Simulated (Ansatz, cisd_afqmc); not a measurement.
Species: NH$_{3}$, charge 1, doublet. NH3+ (parent SMILES N, doublet).
B3LYP-D3(BJ)/def2-TZVP minimum from Ansatz (a quantum-chemistry and plane-wave program):
```
N
H 1 1.0255
H 1 1.0255 2 120.00
H 1 1.0255 2 120.00 3 -180.00
```
Charge +1, spin multiplicity 2.

Total energies in cc-pVTZ, 7 correlated electrons, 1 frozen orbitals. Radicals and triplets start from unrestricted determinants; spin-orbit coupling is neglected. Cores are frozen in correlated methods. No relativity. The Monte Carlo rows (phaseless AFQMC, CISD trial, step 0.005/hartree) carry one-sigma bars that omit the constraint's bias. Outlying blocks are dropped, and bars are widened where a walk drifts. Over all cases where full CI ran beside it in this data, AFQMC minus full CI had a median of +0.1 mEh and passed +0.4 mEh in a tenth of the cases.

| method | program | energy (Eh) | minus CCSDT(Q) (mEh) |
|---|---|---|---|
| HF | Ansatz | -55.90310 | 202.81 |
| MP2 | Ansatz | -56.08183 | 24.08 |
| CCSD | Ansatz | -56.10072 | 5.19 |
| CCSD(T) | Ansatz | -56.10542 | 0.49 |
| CCSDT(Q) | Ansatz | -56.10591 | 0.00 |
| AFQMC/CISD | cisd_afqmc | -56.1054 ± 0.0002 | 0.5 ± 0.2 |

Rough core times of Ansatz's runs on a shared machine: CCSD(T) under 20 s, CCSDT(Q) 70 s.
